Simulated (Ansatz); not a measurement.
**CH₅AlO (SMILES C[O][AlH2]): functionals against CCSD(T) at one geometry**

How do the functionals fare away from a minimum? The structure is a structure displaced at random from a GFN2-xTB minimum.

Program: Ansatz 0.2.0, Gaussian basis. Level of theory: single points in def2-TZVPP. These are calculated values, not measurements.

Cores are frozen in the correlated methods.

## Step 1: Starting geometry

SMILES `C[O][AlH2]`, 8 atoms, charge 0, spin multiplicity 1.

Atoms are counted from 1 here; the program's logs count them from 0.

Bond lengths: C1–O2 1.365 Å, C1–H4 1.112 Å, C1–H5 1.108 Å, C1–H6 1.105 Å, O2–Al3 1.648 Å, Al3–H7 1.514 Å, Al3–H8 1.540 Å. Angles: O2–C1–H4 114.9°, O2–C1–H5 112.8°, O2–C1–H6 112.0°, H4–C1–H5 107.8°, H4–C1–H6 104.0°, H5–C1–H6 104.5°, C1–O2–Al3 177.6°, O2–Al3–H7 119.7°, O2–Al3–H8 117.2°, H7–Al3–H8 122.5°.

Coordinates:

```
C    -0.5112    1.1409   -0.4500
O     0.0057   -0.0430   -0.0093
Al    0.6741   -1.4714    0.4705
H    -1.2423    1.0508   -1.2826
H     0.2709    1.8615   -0.7620
H    -1.0733    1.6675    0.3426
H     2.0482   -1.4793    1.1064
H    -0.2297   -2.7182    0.4347
```

## Step 2: CCSD(T)/def2-TZVPP

Contents of run/in.yaml:

```yaml
crystal:
  periodic: [false, false, false]
  atoms:
    - {symbol: C, position_ang: [-0.511200, 1.140900, -0.450000]}
    - {symbol: O, position_ang: [0.005700, -0.043000, -0.009300]}
    - {symbol: Al, position_ang: [0.674100, -1.471400, 0.470500]}
    - {symbol: H, position_ang: [-1.242300, 1.050800, -1.282600]}
    - {symbol: H, position_ang: [0.270900, 1.861500, -0.762000]}
    - {symbol: H, position_ang: [-1.073300, 1.667500, 0.342600]}
    - {symbol: H, position_ang: [2.048200, -1.479300, 1.106400]}
    - {symbol: H, position_ang: [-0.229700, -2.718200, 0.434700]}
basis:
  gaussian: {orbitals: def2-TZVPP}
correlation: {method: ccsd_t}
output: {forces: true}
```

The command line of these runs was not kept.

## Step 3: PBE0-D4/def2-TZVPP

run/in.yaml: that of step 2 with these lines changed.

```diff
@@ -13,3 +13,3 @@
   gaussian: {orbitals: def2-TZVPP}
-correlation: {method: ccsd_t}
-output: {forces: true}
+hamiltonian: {xc: pbe0, dispersion: d4}
+output: {forces: true, orbitals: {seedname: orbitals}}
```

## Step 4: wB97M-V/def2-TZVPP

run/in.yaml: that of step 3 with these lines changed.

```diff
@@ -13,3 +13,3 @@
   gaussian: {orbitals: def2-TZVPP}
-hamiltonian: {xc: pbe0, dispersion: d4}
-output: {forces: true, orbitals: {seedname: orbitals}}
+hamiltonian: {xc: {name: wB97M-V}}
+output: {forces: true}
```

## Step 5: r2SCAN-D4/def2-TZVPP

run/in.yaml: that of step 4 with these lines changed.

```diff
@@ -13,3 +13,3 @@
   gaussian: {orbitals: def2-TZVPP}
-hamiltonian: {xc: {name: wB97M-V}}
+hamiltonian: {xc: r2scan, dispersion: d4}
 output: {forces: true}
```

## Step 6: PBE-D4/def2-TZVPP

run/in.yaml: that of step 5 with these lines changed.

```diff
@@ -13,3 +13,3 @@
   gaussian: {orbitals: def2-TZVPP}
-hamiltonian: {xc: r2scan, dispersion: d4}
+hamiltonian: {xc: pbe, dispersion: d4}
 output: {forces: true}
```

## Step 7: revPBE-D4/def2-TZVPP

run/in.yaml: that of step 6 with these lines changed.

```diff
@@ -13,3 +13,3 @@
   gaussian: {orbitals: def2-TZVPP}
-hamiltonian: {xc: pbe, dispersion: d4}
+hamiltonian: {xc: {name: revPBE}, dispersion: d4}
 output: {forces: true}
```

## Step 8: HSE06-D4/def2-TZVPP

run/in.yaml: that of step 7 with these lines changed.

```diff
@@ -13,3 +13,3 @@
   gaussian: {orbitals: def2-TZVPP}
-hamiltonian: {xc: {name: revPBE}, dispersion: d4}
+hamiltonian: {xc: hse06, dispersion: d4}
 output: {forces: true}
```

(Steps that only read results are left out.)

**Question.** What will these runs give? Wanted: energy less free atoms, CCSD(T)/def2-TZVPP; RMS force component; RMS force error; HOMO and LUMO, PBE0-D4; T1 diagnostic.

**Answer**, as computed:

| quantity | value |
| --- | --- |
| energy less free atoms, CCSD(T)/def2-TZVPP | -2624.2 kJ/mol |
| RMS force component | 0.430 to 0.505 eV/Å over the methods |
| RMS force error | PBE0-D4 0.139, wB97M-V 0.050, r2SCAN-D4 0.074, PBE-D4 0.167, revPBE-D4 0.169, HSE06-D4 0.141 eV/Å |
| HOMO and LUMO, PBE0-D4 | -7.68 and -0.89 eV |
| T1 diagnostic | 0.012 |

What this shows: Against CCSD(T) the functionals' energies less atoms differ by -70.0 to -10.6 kJ/mol, PBE-D4 by -70.0 kJ/mol. A larger basis would deepen the CCSD(T) value, while the functionals are nearly converged already, so the order here is not reliable. On forces the order runs from wB97M-V to revPBE-D4. Frozen-core CCSD(T) forces in triple zeta carry basis errors of their own, and this is one geometry, so small gaps rank nothing.
